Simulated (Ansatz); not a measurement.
Which isomer of BH5N2 gives these data?

These gas-phase data were calculated for one isomer of BH5N2 at B3LYP-D3(BJ)/def2-SVP (harmonic, unscaled wavenumbers; equilibrium rotational constants with average atomic masses):

- rotational constants: 53.31, 8.999, 7.699 GHz
- all wavenumbers above 1500 cm⁻¹: 3710, 3709, 3604, 3603, 2576, 1607, 1588

Candidates:

(1) `BNN`, a singlet
(2) `[BH2-]1N[NH2+]1`, a singlet
(3) `NBN`, a singlet

Problem. Assign the data to one candidate and say why.

Solution. Candidate (3). 4 modes lie between 3250 and 3800 cm⁻¹, one for each N–H bond, while (1) has 3, (2) has 3.

The same quantities for all candidates:

```
     rotational constants (GHz)               wavenumbers above 1500 cm⁻¹  E above the lowest, B3LYP-D3(BJ)/def2-SVP (kcal/mol)
(1)         49.05, 9.902, 8.616        3581, 3548, 3472, 2649, 2558, 1656                                                  59.3
(2)         22.51, 18.72, 12.46        3608, 3503, 3489, 2600, 2510, 1586                                                  76.8
(3)         53.31, 8.999, 7.699  3710, 3709, 3604, 3603, 2576, 1607, 1588                                                   0.0
```

Harmonic stretches to hydrogen usually lie a few per cent above observed fundamentals. Each candidate is one conformer. Programs: Ansatz 0.2.0.
